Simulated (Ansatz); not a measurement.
Process, species as SMILES: [PH2] (PH2) → [PH2-] (an electron is taken up)
B3LYP-D3(BJ)/def2-TZVP geometries, fixed; electronic energies without zero-point terms; positive where energy is released.

Basis-set convergence of the adiabatic electron affinity at MP2 with Ansatz (a program for electronic structure). Cartesian d functions, on some or all atoms, in 6-31G*, 6-31+G*, 6-311G**, 6-311+G**; all else is spherical. Cores are frozen. Open shells are unrestricted. No added dispersion term, no relativity. Functions are those of the species that has most. Reference: Hartree-Fock in aug-cc-pV(Q+d)Z plus the correlation part extrapolated as X^-3 from aug-cc-pV(T+d)Z and aug-cc-pV(Q+d)Z, 1.284 eV, itself unsure by roughly 0.014 eV (a third of the extrapolation step and of the last Hartree-Fock step). Deviations are taken from unrounded values.

```tsv
basis	functions	adiabatic electron affinity (eV)
6-31G*	23	0.147
6-31+G*	27	0.665
def2-SVP	28	-0.034
def2-SVPD	40	0.523
pcseg-1	28	0.500
aug-pcseg-1	45	0.984
cc-pV(D+d)Z	33	0.146
aug-cc-pV(D+d)Z	50	1.050
6-311G**	39	0.660
6-311+G**	43	0.733
def2-TZVP	49	0.753
def2-TZVPD	61	0.912
pcseg-2	62	0.693
aug-pcseg-2	96	1.123
cc-pV(T+d)Z	67	0.726
aug-cc-pV(T+d)Z	101	1.189
def2-TZVPP	70	0.791
def2-TZVPPD	82	0.929
cc-pV(Q+d)Z	124	1.026
aug-cc-pV(Q+d)Z	181	1.243
def2-QZVPP	130	1.062
def2-QZVPPD	142	1.099
pcseg-3	130	1.089
aug-pcseg-3	187	1.211
```

What the diffuse functions change, pair by pair:
- 6-31G* to 6-31+G*: 4 more functions, deviation -1.137 to -0.619 eV
- def2-SVP to def2-SVPD: 12 more functions, deviation -1.317 to -0.760 eV
- pcseg-1 to aug-pcseg-1: 17 more functions, deviation -0.784 to -0.300 eV
- cc-pV(D+d)Z to aug-cc-pV(D+d)Z: 17 more functions, deviation -1.138 to -0.234 eV
- 6-311G** to 6-311+G**: 4 more functions, deviation -0.624 to -0.551 eV
- def2-TZVP to def2-TZVPD: 12 more functions, deviation -0.530 to -0.371 eV
- pcseg-2 to aug-pcseg-2: 34 more functions, deviation -0.591 to -0.161 eV
- cc-pV(T+d)Z to aug-cc-pV(T+d)Z: 34 more functions, deviation -0.558 to -0.094 eV
- def2-TZVPP to def2-TZVPPD: 12 more functions, deviation -0.493 to -0.355 eV
- cc-pV(Q+d)Z to aug-cc-pV(Q+d)Z: 57 more functions, deviation -0.258 to -0.040 eV
- def2-QZVPP to def2-QZVPPD: 12 more functions, deviation -0.222 to -0.185 eV
- pcseg-3 to aug-pcseg-3: 57 more functions, deviation -0.195 to -0.073 eV

Leaving out the reference's own pair, they bring the value nearer the reference by more than 0.014 eV in 11 of 11 pairs.
